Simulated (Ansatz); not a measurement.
# SiNH₅ (singlet): wave-function methods side by side at distance N1–H4 along a hydrogen transfer = 1.305 Å, cc-pVDZ

How much of the correlation energy of SiNH₅ (singlet) does each wave-function method recover here?

Computed with Ansatz 0.2.0, Gaussian basis. Level: cc-pVDZ, core rule «outside noble gas», up to 6 orbitals frozen.

The runs, in order: UHF; CCSD(T) on RHF; CCSD(T) on UHF; BCCD(T) on RHF; CISD; CCSDT(Q) on RHF; CASSCF and NEVPT2, 2 electrons in 2 orbitals; CASSCF and NEVPT2, 8 electrons in 8 orbitals.

10 further runs of the same task are left out: 2 for a mislabelled method, 8 that didn't finish.

### Step 1. What is computed

The geometry derives from fragments relaxed apart (PBE0/def2-TZVP) and kept rigid, so it is no stationary point. A hydrogen atom is moved between rigid fragments.

7 atoms, charge 0, spin multiplicity 1.

Atoms are counted from 1 here; the program's logs count them from 0.

Bond lengths: N1–H2 1.012 Å, N1–H3 1.012 Å, N1–H4 1.305 Å, Si5–H6 1.526 Å, Si5–H7 1.526 Å. Angles: H2–N1–H3 107.1°, H2–N1–H4 107.1°, H3–N1–H4 107.1°, H6–Si5–H7 91.2°.

Coordinates:

```xyz
7

N    -2.04295    0.02530   -0.01883
H    -2.34023    0.99313   -0.01883
H    -2.34022   -0.37700    0.86143
H    -0.73794    0.02530   -0.01883
Si    1.09106    0.02530   -0.01883
H     1.70324   -0.84898    1.07119
H     1.70324   -0.84898   -1.10884
```

In the tables R marks a restricted determinant and U an unrestricted one; 'frontier' is the active space of 8 electrons in 8 orbitals; 'pair' is the active space of 2 electrons in 2 orbitals; energies count from the table's Hartree-Fock row.

### Step 2. UHF

in.yaml

```yaml
crystal:
  periodic: [false, false, false]
  atoms:
    - {symbol: N, position_ang: [-2.042945, 0.025300, -0.018825]}
    - {symbol: H, position_ang: [-2.340225, 0.993134, -0.018825]}
    - {symbol: H, position_ang: [-2.340224, -0.376999, 0.861435]}
    - {symbol: H, position_ang: [-0.737945, 0.025300, -0.018825]}
    - {symbol: Si, position_ang: [1.091055, 0.025300, -0.018825]}
    - {symbol: H, position_ang: [1.703235, -0.848984, 1.071187]}
    - {symbol: H, position_ang: [1.703235, -0.848984, -1.108837]}
basis:
  gaussian: {orbitals: cc-pVDZ}
magnetization: {spin_polarized: true, initial_magnetization: 0}
hamiltonian: {xc: hf}
output: {orbitals: {seedname: orbitals}}
```

On the command line:

```console
> ansatz run in.yaml --threads 1 --pin off --events-out ev --progress --plain --max-ram 2393MiB
```

What it wrote:

```text
Functional definition: HF
  name "HF"
  cite "Fock, Z. Phys. 61, 126 (1930) doi:10.1007/BF01340294"
  parent pbe
  exchange = exact_x
  correlation = 0
537 factors; integrals over basis functions are off by at most 1.3e-3 eV
mean field evaluation 1: about -9416.2151 eV, gradient 2.2e1 eV
mean field evaluation 2: about -9416.2163 eV, gradient 2.2e1 eV
mean field evaluation 4: about -9419.0464 eV, gradient 1.9e0 eV
mean field evaluation 8: about -9419.1398 eV, gradient 1.3e-1 eV
mean field evaluation 16: about -9419.4816 eV, gradient 1.7e-1 eV
mean field evaluation 32: about -9419.4834 eV, gradient 8.3e-3 eV
mean field evaluation 64: about -9415.9602 eV, gradient 8.5e0 eV
mean field -9419.48336256 eV, -346.1596288190 hartree, gradient 3.5e-5 eV, S^2 0.683762; 3 other end points of the search recorded, 0 dependent functions left out
reference -9419.48336256 eV, -346.1596288190 hartree; 13, 13 occupied and 44, 44 virtual orbitals, 537 factors
Total energy: -9419.48336256 eV, -346.1596288190 hartree
```

It took 3.6 s on 1 thread of Intel Xeon Platinum 8488C, shared host.

From the report: ⟨S²⟩ of the determinant 0.684 (pure singlet: 0.00). The determinant is far from a pure spin state, so its energy mixes those of several spin states (harmless only where they are near-degenerate, as at dissociation).

The unrestricted solution breaks the spin symmetry, so the restricted determinant is unstable here.

### Step 3. CCSD(T) on RHF

in.yaml, as its differences from that of step 2:

```diff
@@ -12,4 +12,3 @@
   gaussian: {orbitals: cc-pVDZ}
-magnetization: {spin_polarized: true, initial_magnetization: 0}
-hamiltonian: {xc: hf}
-output: {orbitals: {seedname: orbitals}}
+magnetization: {spin_polarized: false}
+correlation: {method: ccsd_t, electrons: outside_noble_gas}
```

The command is unchanged.

What it wrote (excerpt; [...] marks lines left out):

```text
Functional definition: HF
  name "HF"
  cite "Fock, Z. Phys. 61, 126 (1930) doi:10.1007/BF01340294"
  parent pbe
[...]
537 factors; integrals over basis functions are off by at most 1.3e-3 eV
[...]
mean field -9419.14069068 eV, -346.1470358597 hartree, gradient 2.7e-6 eV, S^2 0.000000; 0 other end points of the search recorded, 0 dependent functions left out; unrestricted orbitals would lower it
6 core orbitals not correlated: weight in the atoms' cores, before any rotation towards them, 1.000 or more for the frozen orbitals, at most 0.000 for the correlated occupied ones
reference -9419.14069068 eV, -346.1470358597 hartree; 7, 7 occupied and 44, 44 virtual orbitals, 537 factors
second order -8.02465615 eV of doubles, -0.00000000 eV of singles
cycle   1  -8.73467949 eV  change   -7.1e-1 eV  update   8.4e-2
[...]
cycle  13  -9.17215575 eV  change   -1.3e-5 eV  update   1.7e-5
perturbative correction -0.27108532 eV, -0.0099622018 hartree
Total energy: -9428.58393175 eV, -346.4940685681 hartree
```

Run time: 3 s. Hardware: 1 thread of Intel Xeon Platinum 8488C, shared host.

From the report: correlation -9.4432 eV; T1 0.017; largest double amplitude 0.13.

### Step 4. CCSD(T) on UHF

in.yaml, as its differences from that of step 3:

```diff
@@ -12,3 +12,3 @@
   gaussian: {orbitals: cc-pVDZ}
-magnetization: {spin_polarized: false}
+magnetization: {spin_polarized: true, initial_magnetization: 0}
 correlation: {method: ccsd_t, electrons: outside_noble_gas}
```

Launched as before.

What it wrote (excerpt; [...] marks lines left out):

```text
Functional definition: HF
  name "HF"
  cite "Fock, Z. Phys. 61, 126 (1930) doi:10.1007/BF01340294"
  parent pbe
[...]
537 factors; integrals over basis functions are off by at most 1.3e-3 eV
[...]
mean field -9419.48336256 eV, -346.1596288190 hartree, gradient 2.3e-6 eV, S^2 0.683758; 8 other end points of the search recorded, 0 dependent functions left out
determinant -9419.48336256 eV, -346.1596288190 hartree, with singles and doubles -9428.17427712 eV, -346.4790140379 hartree
determinant -9417.70368718 eV, -346.0942269550 hartree, with singles and doubles -9426.78562735 eV, -346.4279821003 hartree
determinant -9416.94029849 eV, -346.0661729383 hartree, with singles and doubles -9425.31448502 eV, -346.3739186170 hartree
determinant -9419.14069068 eV, -346.1470358597 hartree, with singles and doubles -9428.31255683 eV, -346.4840957236 hartree
6 core orbitals not correlated: weight in the atoms' cores, before any rotation towards them, 1.000 or more for the frozen orbitals, at most 0.000 for the correlated occupied ones
reference -9419.48336256 eV, -346.1596288190 hartree; 7, 7 occupied and 44, 44 virtual orbitals, 537 factors
second order -7.39559772 eV of doubles, -0.00000000 eV of singles
cycle   1  -8.69641253 eV  change   -5.5e-3 eV  update   1.2e-2
[...]
cycle  12  -8.76138635 eV  change   -5.0e-6 eV  update   5.9e-6
perturbative correction -0.27141646 eV, -0.0099743710 hartree
Total energy: -9428.51616537 eV, -346.4915781996 hartree
```

It took 23 s on 1 thread of Intel Xeon Platinum 8488C, shared host.

From the report: ⟨S²⟩ of the determinant 0.684 (pure singlet: 0.00); correlation -9.0328 eV; T1 0.065; largest double amplitude 0.11. The determinant is far from a pure spin state, so its energy mixes those of several spin states (harmless only where they are near-degenerate, as at dissociation).

### Step 5. BCCD(T) on RHF

in.yaml, as its differences from that of step 4:

```diff
@@ -12,3 +12,3 @@
   gaussian: {orbitals: cc-pVDZ}
-magnetization: {spin_polarized: true, initial_magnetization: 0}
-correlation: {method: ccsd_t, electrons: outside_noble_gas}
+magnetization: {spin_polarized: false}
+correlation: {method: bccd_t, electrons: outside_noble_gas}
```

The command is unchanged.

What it wrote (excerpt; [...] marks lines left out):

```text
Functional definition: HF
  name "HF"
  cite "Fock, Z. Phys. 61, 126 (1930) doi:10.1007/BF01340294"
  parent pbe
[...]
537 factors; integrals over basis functions are off by at most 1.3e-3 eV
[...]
mean field -9419.14069068 eV, -346.1470358597 hartree, gradient 2.7e-6 eV, S^2 0.000000; 0 other end points of the search recorded, 0 dependent functions left out; unrestricted orbitals would lower it
6 core orbitals not correlated: weight in the atoms' cores, before any rotation towards them, 1.000 or more for the frozen orbitals, at most 0.000 for the correlated occupied ones
reference -9419.14069068 eV, -346.1470358597 hartree; 7, 7 occupied and 44, 44 virtual orbitals, 537 factors
second order -8.02465615 eV of doubles, -0.00000000 eV of singles
cycle   1  -8.74855326 eV  change   -7.2e-1 eV  update   8.4e-2
[...]
cycle  13  -9.15625341 eV  change   -8.4e-6 eV  update   1.3e-5
perturbative correction -0.28820020 eV, -0.0105911622 hartree
Total energy: -9428.58514430 eV, -346.4941131285 hartree
```

Run time: 4 s. Hardware: 1 thread of Intel Xeon Platinum 8488C, shared host.

From the report: correlation -9.4445 eV; largest double amplitude 0.13.

### Step 6. CISD

in.yaml, as its differences from that of step 5:

```diff
@@ -12,3 +12,2 @@
   gaussian: {orbitals: cc-pVDZ}
-magnetization: {spin_polarized: false}
-correlation: {method: bccd_t, electrons: outside_noble_gas}
+correlation: {active_space: {ras: {orbitals: [7, 0, 44], electrons: 14, max_holes: 2, max_particles: 2}, fixed_orbitals: true}}
```

Launched as before.

What it wrote:

```text
Functional definition: HF
  name "HF"
  cite "Fock, Z. Phys. 61, 126 (1930) doi:10.1007/BF01340294"
  parent pbe
  exchange = exact_x
  correlation = 0
537 factors; integrals over basis functions are off by at most 1.3e-3 eV
mean field evaluation 1: about -9416.2151 eV, gradient 3.2e1 eV
mean field evaluation 2: about -9416.2163 eV, gradient 3.2e1 eV
mean field evaluation 4: about -9419.0464 eV, gradient 2.7e0 eV
mean field evaluation 8: about -9419.1398 eV, gradient 1.8e-1 eV
mean field -9419.14069068 eV, -346.1470358597 hartree, gradient 2.7e-6 eV, S^2 0.000000; 0 other end points of the search recorded, 0 dependent functions left out
reference -9419.14069068 eV, -346.1470358597 hartree; 13, 13 occupied and 44, 44 virtual orbitals, 537 factors
state -9427.34072292 eV, -346.4483814861 hartree
Total energy: -9427.34072292 eV, -346.4483814861 hartree
```

Run time: 11 s. Hardware: 1 thread of Intel Xeon Platinum 8488C, shared host.

From the report: 135,213 determinants.

### Step 7. CCSDT(Q) on RHF

in.yaml, as its differences from that of step 6:

```diff
@@ -12,2 +12,3 @@
   gaussian: {orbitals: cc-pVDZ}
-correlation: {active_space: {ras: {orbitals: [7, 0, 44], electrons: 14, max_holes: 2, max_particles: 2}, fixed_orbitals: true}}
+magnetization: {spin_polarized: false}
+correlation: {method: ccsdt_q, electrons: outside_noble_gas}
```

Launched as before.

What it wrote (excerpt; [...] marks lines left out):

```text
Functional definition: HF
  name "HF"
  cite "Fock, Z. Phys. 61, 126 (1930) doi:10.1007/BF01340294"
  parent pbe
[...]
1096 factors; integrals over basis functions are off by at most 1.7e-7 eV
[...]
mean field -9419.14072984 eV, -346.1470372985 hartree, gradient 2.8e-6 eV, S^2 0.000000; 0 other end points of the search recorded, 0 dependent functions left out; unrestricted orbitals would lower it
6 core orbitals not correlated: weight in the atoms' cores, before any rotation towards them, 1.000 or more for the frozen orbitals, at most 0.000 for the correlated occupied ones
reference -9419.14072984 eV, -346.1470372985 hartree; 7, 7 occupied and 44, 44 virtual orbitals, 1096 factors
second order -8.02470821 eV of doubles, -0.00000000 eV of singles
cycle   1  -8.73467265 eV  change   -7.1e-1 eV  update   9.4e-2
[...]
cycle  23  -9.48109221 eV  change   -7.9e-7 eV  update   6.0e-7
perturbative correction -0.02461498 eV, -0.0009045839 hartree
Total energy: -9428.64643703 eV, -346.4963655946 hartree
```

Run time: 2.5 min. Hardware: 1 thread of Intel Xeon Platinum 8488C, shared host; peak memory 0.7 GiB.

From the report: correlation -9.5057 eV; T1 0.020; largest double amplitude 0.17.

### Step 8. CASSCF and NEVPT2, 2 electrons in 2 orbitals

in.yaml, as its differences from that of step 7:

```diff
@@ -12,3 +12,2 @@
   gaussian: {orbitals: cc-pVDZ}
-magnetization: {spin_polarized: false}
-correlation: {method: ccsdt_q, electrons: outside_noble_gas}
+correlation: {method: sc_nevpt2, electrons: outside_noble_gas, active_space: {window: {electrons: 2, orbitals: 2}}}
```

The command is unchanged.

What it wrote:

```text
Functional definition: HF
  name "HF"
  cite "Fock, Z. Phys. 61, 126 (1930) doi:10.1007/BF01340294"
  parent pbe
  exchange = exact_x
  correlation = 0
537 factors; integrals over basis functions are off by at most 1.3e-3 eV
mean field evaluation 1: about -9416.2151 eV, gradient 3.2e1 eV
mean field evaluation 2: about -9416.2163 eV, gradient 3.2e1 eV
mean field evaluation 4: about -9419.0464 eV, gradient 2.7e0 eV
mean field evaluation 8: about -9419.1398 eV, gradient 1.8e-1 eV
mean field -9419.14069068 eV, -346.1470358597 hartree, gradient 2.7e-6 eV, S^2 0.000000; 0 other end points of the search recorded, 0 dependent functions left out; unrestricted orbitals would lower it
reference -9419.14069068 eV, -346.1470358597 hartree; 13, 13 occupied and 44, 44 virtual orbitals, 537 factors
state -9419.87394404 eV, -346.1739824235 hartree
state -9419.87394404 eV, -346.1739824235 hartree; corrected -9427.09873976 eV, -346.4394887693 hartree
Total energy: -9427.09873976 eV, -346.4394887693 hartree
```

It took 3.2 s on 1 thread of Intel Xeon Platinum 8488C, shared host.

From the report: 4 determinants; active occupations 1.95, 0.05.

### Step 9. CASSCF and NEVPT2, 8 electrons in 8 orbitals

in.yaml, as its differences from that of step 8:

```diff
@@ -12,2 +12,2 @@
   gaussian: {orbitals: cc-pVDZ}
-correlation: {method: sc_nevpt2, electrons: outside_noble_gas, active_space: {window: {electrons: 2, orbitals: 2}}}
+correlation: {method: sc_nevpt2, electrons: outside_noble_gas, active_space: {window: {electrons: 8, orbitals: 8}}}
```

Same command.

What it wrote (excerpt; [...] marks lines left out):

```text
Functional definition: HF
  name "HF"
  cite "Fock, Z. Phys. 61, 126 (1930) doi:10.1007/BF01340294"
  parent pbe
[...]
537 factors; integrals over basis functions are off by at most 1.3e-3 eV
[...]
mean field -9419.14069068 eV, -346.1470358597 hartree, gradient 2.7e-6 eV, S^2 0.000000; 0 other end points of the search recorded, 0 dependent functions left out; unrestricted orbitals would lower it
reference -9419.14069068 eV, -346.1470358597 hartree; 13, 13 occupied and 44, 44 virtual orbitals, 537 factors
state -9422.00068050 eV, -346.2521385469 hartree
state -9422.00068050 eV, -346.2521385469 hartree; corrected -9427.14152632 eV, -346.4410611463 hartree
state -9421.32841086 eV, -346.2274330933 hartree
state -9421.32841086 eV, -346.2274330933 hartree; corrected -9427.02957578 eV, -346.4369470396 hartree
state -9422.00068050 eV, -346.2521385469 hartree; corrected -9427.14152632 eV, -346.4410611463 hartree
Total energy: -9427.14152632 eV, -346.4410611463 hartree
```

Wall time 25 s (1 thread of Intel Xeon Platinum 8488C, shared host).

From the report: 4,900 determinants; active occupations 1.98, 1.98, 1.97, 1.88, 0.13, 0.03, 0.02, 0.02.

### Step 10. All levels against the top one

No level here is safe as a reference; RCCSDT(Q) serves as a yardstick only. Rows without a time come out of other runs: HF, MP2 and CCSD of CCSD(T), CCSDT of CCSDT(Q), CASSCF and MRCISD of the multireference runs.

Differences are taken before rounding.

```
         method  energy from the lowest RHF (kcal/mol)  from RCCSDT(Q) (kcal/mol)     time
            RHF                                   0.00                    +219.21         
            UHF                                  -7.90                    +211.31         
           RMP2                                -185.05                     +34.15         
           UMP2                                -178.45                     +40.76         
           CISD                                -189.10                     +30.11     11 s
          RCCSD                                -211.51                      +7.69         
          UCCSD                                -209.94                      +9.26         
       RCCSD(T)                                -217.77                      +1.44      3 s
       UCCSD(T)                                -216.20                      +3.00     23 s
        BCCD(T)                                -217.79                      +1.41      4 s
         RCCSDT                                -218.64                      +0.57         
      RCCSDT(Q)                                -219.21                          0  2.5 min
    CASSCF pair                                 -16.91                    +202.30         
    NEVPT2 pair                                -183.52                     +35.69    3.2 s
CASSCF frontier                                 -65.95                    +153.25         
NEVPT2 frontier                                -184.50                     +34.70     25 s
```

Among the levels timed on like hardware and quicker than the yardstick, those that no quicker one beats, quickest first: RCCSD(T) (3 s, +1.44 kcal/mol); BCCD(T) (4 s, +1.41 kcal/mol).

### Step 11. Results

| quantity | value |
| --- | --- |
| RCCSDT(Q) below the RHF energy | -9.5057 eV |
| RMP2 from RCCSDT(Q) | +34.15 kcal/mol |
| UMP2 from RCCSDT(Q) | +40.76 kcal/mol |
| RCCSD from RCCSDT(Q) | +7.69 kcal/mol |
| RCCSD(T) from RCCSDT(Q) | +1.44 kcal/mol |
| UCCSD(T) from RCCSDT(Q) | +3.00 kcal/mol |
| NEVPT2 pair from RCCSDT(Q) | +35.69 kcal/mol |
| NEVPT2 frontier from RCCSDT(Q) | +34.70 kcal/mol |
| T1 diagnostic | 0.017 |

In words: RCCSD(T) lands +1.44 kcal/mol from the yardstick (0.7 % of the correlation energy). CCSD(T) misses by +1.44 kcal/mol on the restricted determinant and by +3.00 kcal/mol on the unrestricted one; the two need not hold the same state or core. Warnings: restricted reference is unstable; spin contamination.
